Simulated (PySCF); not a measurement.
Compound: Li2.
Z-matrix (Å and degrees, B3LYP/def2-TZVP geometry), rows numbered from 1:
```
Li
Li  1  2.7160
```

Method: PySCF, B3LYP/def2-TZVP geometry optimisation, gas phase.

Masses are those of the commonest isotopes; rigid-rotor values at the optimised geometry. 

(1) What are the moment of inertia and the rotational constant?

(2) List the first levels of a rigid rotor in a Σ state.

(3) Has it a pure rotational spectrum?

(4) Estimate the classical rotational partition function at 10 K, 50 K and 500 K.

## Answers

(1) I = 25.877 u·Å², B = 505379 MHz·u·Å²/I = 19530 MHz (0.6514 cm⁻¹, or 0.937 K as hB/k). For two atoms I = μr² with μ = 3.5080 u and r = 2.7160 Å.

(2) E(J) = BJ(J+1): J = 1: 1.303, J = 2: 3.909, J = 3: 7.817, J = 4: 13.029, J = 5: 19.543, J = 6: 27.360 cm⁻¹.

(3) Not by electric dipole: D∞h allows no dipole (computed 0.00 D). Rotational Raman lines (ΔJ = 2) lie at B(4J + 6), spaced by 4B = 2.606 cm⁻¹, with nuclear-spin weights that differ between even and odd J.

(4) Point group D∞h, symmetry number σ = 2; q = kT/(σhB), k/h = 20836.6 MHz/K: 5.3 at 10 K, 26.7 at 50 K, 267 at 500 K.

Stationary, but not proved a minimum. Constants of a rigid frame at the computed geometry: no zero-point averaging, no centrifugal distortion.

The run took 1.4 s on one thread of an Arm Neoverse N1, shared host with 64 logical CPUs at a one-minute load of 28, and the process peaked at 0.22 GiB of memory. These figures are those of the optimisation.
